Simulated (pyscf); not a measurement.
H₃C–CH•–CH₂–CH₂–CH₃ (SMILES C[CH]CCC) → H₂C=CH–CH₃ (SMILES C=CC) + •H₂C–CH₃ (SMILES [CH2]C), a bond scission (doublet surface; C–C broken, none formed). Structures and frequencies: ωB97X-D3(BJ)/def2-SVP in PySCF. Energies in eV from the reactant's lowest minimum found.

Small-basis levels: PySCF, no dispersion term, spherical d functions. Open shells are spin-unrestricted. 

In single points HF/6-31G* puts the saddle at 1.41 eV and the reaction energy at +0.97 eV. Should these be trusted to within a few kcal/mol? Compare with ωB97M-D3(BJ)/def2-TZVP.

ωB97M-D3(BJ)/def2-TZVP gives ΔE‡ = 1.34 eV and ΔE = +1.11 eV. HF/6-31G* lies 0.07 eV over it in the barrier and 0.14 eV under it in the reaction energy, so on this step it does not hold to within 0.13 eV. ωB97M-D3(BJ)/def2-TZVP has limits of its own. One saddle was located; it need not be the lowest between these sides.
